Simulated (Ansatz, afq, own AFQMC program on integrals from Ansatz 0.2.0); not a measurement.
Fe, quintet → Fe⁺, sextet

A free Fe atom.

E(sextet, charge +1) − E(quintet, charge +0) at this geometry, on UHF and UHF determinants.

Basis def2-TZVPP. Noble-gas cores (and the filled d shells of Ga–Kr and In–Xe) are frozen. Ansatz 0.2.0 and our own AFQMC program on the same integrals; the CISD trial comes from CCSD amplitudes, and released means the phaseless constraint is let go. Error bars are statistical, one sigma. The metal's outer-core s and p shells are frozen, which shifts wave-function levels against functionals. The errors of all members are added in quadrature.

No full CI on the walks' own integrals is used here; CCSDT(Q) serves as the reference and is uncertain by about the last step of the cluster series. Each member takes its own surest rung, up to full CI.

Errors are counted within def2-TZVPP, not against nature.

Cautions: no relativity below Rb; outer-core shells of the metal frozen; Fe (quintet): the released energies have errors that jump between times, so the bars are unsure, so no released level is given (meV from the phaseless value at times in 1/Eh: -8 ± 3 at 0.24, -166 ± 154 at 0.50, -16 ± 4 at 1.00, -20 ± 3 at 1.50), its ph-AFQMC/CISD value lies 27 ± 3 meV above CCSDT(Q).

Reference (CCSDT(Q)): 7.655 eV.

```json
{"level": "HF", "vertical ionization energy (eV)": "6.368", "error against CCSDT(Q) (eV)": "-1.287"}
{"level": "MP2", "vertical ionization energy (eV)": "7.351", "error against CCSDT(Q) (eV)": "-0.304"}
{"level": "CCSD", "vertical ionization energy (eV)": "7.561", "error against CCSDT(Q) (eV)": "-0.095"}
{"level": "CCSD(T)", "vertical ionization energy (eV)": "7.642", "error against CCSDT(Q) (eV)": "-0.013"}
{"level": "CCSDT", "vertical ionization energy (eV)": "7.653", "error against CCSDT(Q) (eV)": "-0.003"}
{"level": "ph-AFQMC/CISD", "vertical ionization energy (eV)": "7.633 ± 0.003", "error against CCSDT(Q) (eV)": "-0.022 ± 0.003"}
```

Correlation beyond CCSD(T) adds 0.013 eV. The perturbative (T) step is worth +0.082 eV.

A walk keeps the symmetry of its determinant, which the program's search chose and which needn't be the lowest solution, so a lower state of the same spin and another symmetry isn't excluded.
